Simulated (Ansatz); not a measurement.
Relaxation of H8SSi2 (11 atoms, charge 0, multiplicity 1), to a largest force component of 0.03 eV/Å in at most 50 steps.

These are results of RKS BHLYP/def2-SVPD in Ansatz, not measurements.

```xyz
11
Properties=species:S:1:pos:R:3:forces:R:3
Si -0.803 -0.637 1.151 -0.14 -0.13 0.19
S 1.274 -0.830 1.716 0.02 -0.17 0.17
H -1.021 -1.112 -0.231 0.01 0.00 0.00
H -1.607 -1.459 2.079 0.02 -0.01 0.00
H -1.212 0.777 1.250 0.01 0.00 0.01
H 1.012 0.786 -0.385 0.26 -0.03 0.54
Si 0.459 1.020 -1.698 -0.18 0.24 -0.87
H 1.076 -1.859 2.560 0.01 0.09 -0.05
H -0.946 1.467 -1.581 0.01 0.00 0.00
H 1.250 2.074 -2.373 0.00 0.00 0.00
H 0.519 -0.228 -2.489 0.00 0.01 0.01
```

Q: Where does it end, and by what steps?

A: The run converged. The force dipped under the threshold on the way, but the program's further checks kept it going. After 15 steps the energy has fallen by 0.134 eV; S2 moved furthest, 0.86 Å.

```tsv
step	energy less start (eV)	largest force component (eV/Å)	accepted
0	0.0000	0.870	yes
1	-0.0853	0.222	yes
2	-0.0766	0.442	no
3	-0.0992	0.233	yes
4	-0.1081	0.054	yes
5	-0.1186	0.140	yes
6	-0.0872	1.388	no
7	-0.1259	0.081	yes
8	-0.1310	0.060	yes
9	-0.1333	0.006	yes
10	-0.1321	0.302	no
11	-0.1338	0.028	yes
12	-0.1332	0.143	no
13	-0.1342	0.031	yes
14	-0.1338	0.083	no
15	-0.1344	0.012	yes
```

```xyz
11
Properties=species:S:1:pos:R:3
Si -0.882 -0.786 1.574
S 1.042 -0.943 2.537
H -0.826 -1.287 0.184
H -1.911 -1.540 2.320
H -1.196 0.656 1.584
H 1.069 1.002 -0.773
Si 0.529 1.236 -2.130
H 1.135 -2.279 2.451
H -0.893 1.636 -2.030
H 1.298 2.313 -2.791
H 0.634 -0.007 -2.925
```

Run time: 57 s on 4 threads of Arm Neoverse N1, on a shared host, peak memory 0.36 GiB.
